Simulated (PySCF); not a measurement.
# HB(OH): from structure and modes to constants

Computed with UPBE0 in PySCF with B def2-TZVP, H def2-TZVP, O def2-TZVP; no relativity; density-fitted integrals.

The doublet minimum has Cs symmetry. Masses (u): B 11.00930, H 1.00782, O 15.99492.

```xyz
4
charge 0 multiplicity 2, angstrom
B     0.5894    0.1252   -0.4850
H     1.6449   -0.4220   -0.3174
O    -0.4317   -0.0847    0.3458
H    -1.2331    0.3991    0.1269
```

Harmonic wavenumbers (cm⁻¹): 753.8 (a'', ×1), 866.7 (a', ×1), 1092.7 (a', ×1), 1360.6 (a', ×1), 2579.8 (a', ×1), 3865.5 (a', ×1).

(1) Find the principal moments of inertia and the rotational constants. What kind of rotor is it?

(2) What is the harmonic zero-point energy?

(3) Find the vibrational entropy and heat capacity at 298.15 K.

(4) Give the standard entropy (298.15 K, 1 bar) by its translational, rotational, vibrational and spin parts, and Cp.

Answers

(1) About the centre of mass I = 1.4347, 14.878, 16.313 u Å². With B = 16.8576/I this gives 11.75, 1.133, 1.033 cm⁻¹. The molecule is an asymmetric top with κ = -0.98.

(2) Half the sum of all 6 wavenumbers, 10519/2 = 5260 cm⁻¹, which is 62.9 kJ/mol (1 cm⁻¹ = 0.0119627 kJ/mol).

(3) With u = 1.43878 ω/T, each mode gives S = R[u/(eᵘ−1) − ln(1−e⁻ᵘ)] and C = R u² eᵘ/(eᵘ−1)².
```
ω (cm⁻¹)       u  S (J/(mol K))  C (J/(mol K))
   753.8   3.637           1.04           3.05
   866.7   4.182           0.67           2.29
  1092.7   5.273           0.27           1.20
  1360.6   6.566           0.09           0.51
  2579.8  12.449           0.00           0.01
  3865.5  18.654           0.00           0.00
```
The sums over all modes are S = 2.1 and C = 7.1 J/(mol K); the softest mode gives 50 % of the entropy.

(4) Sackur–Tetrode with M = 29.02 u gives 150.9; rotation with symmetry number 1 gives 72.9; vibration 2.1; spin R ln 2 = 5.8. The total is 231.5 J/(mol K), and Cp = 4 R + 7.1 = 40.3 J/(mol K).

This need not be the most stable arrangement of these atoms.
